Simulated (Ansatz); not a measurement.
We consider solid bromine, described by HSE06-D3(BJ) (plane waves, PAW; Ansatz, an electronic-structure program).

Run with plane-wave cutoff 460 eV, 8×8×4 k mesh (along the axes of the cell as run), Fermi–Dirac smearing 0.01 eV, scalar-relativistic PAW data made under PBE.

Cell (relaxed at this level):

Space group Cmce (No. 64); a = 6.7858 Å, b = 4.2727 Å, c = 8.6568 Å, α = β = γ = 90.00°

```tsv
atom	site	symmetry	x	y	z
Br	8f	m..	0.0000	0.1392	0.1143
```
(The calculation used a cell of 4 atoms; values per cell refer to that cell.)

### Question
Predict the band gap and smallest direct gap on the k points sampled.

### Answer

- band gap: 2.78 eV (indirect)
- smallest direct gap on the k points sampled: 2.84 eV

Spin–orbit coupling is not included.

The computed numbers hold no vibrational or temperature effects.
